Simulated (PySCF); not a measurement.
Si(F)4 cation (F₄Si), SMILES F[Si](F)(F)F (connectivity only; charge and spin as stated), charge +1, multiplicity 2.

Geometry optimised at ωB97X-D3(BJ)/def2-SVP. The multiplicity is an assumed one; other spin states were not compared. The isomer is the one that the SMILES or the coordinates give; other isomers of the formula were not compared.

Method: TDA-PBE/def2-SVPD (PySCF).

Vertical excitations. Isolated molecule, no solvent.

```csv
state,energy (eV),λ (nm),f,main pairs
root 1,0.55,2270,0.000,β HOMO→LUMO 100 %
root 2,0.81,1528,0.001,β HOMO−1→LUMO 99 %
root 3,1.31,948,0.000,β HOMO−3→LUMO 100 %
root 4,1.42,875,0.005,β HOMO−2→LUMO 99 %
root 5,1.57,789,0.001,β HOMO−4→LUMO 99 %
root 6,2.05,606,0.000,β HOMO−5→LUMO 100 %
root 7,3.10,399,0.003,"β HOMO−6→LUMO 57 %, β HOMO−9→LUMO 43 %"
root 8,3.18,390,0.000,β HOMO−7→LUMO 100 %
root 9,3.33,373,0.001,β HOMO−8→LUMO 100 %
root 10,4.95,250,0.041,"β HOMO−10→LUMO 47 %, β HOMO−9→LUMO 33 %, β HOMO−6→LUMO 17 %"
```
Unrestricted roots are not spin-pure.
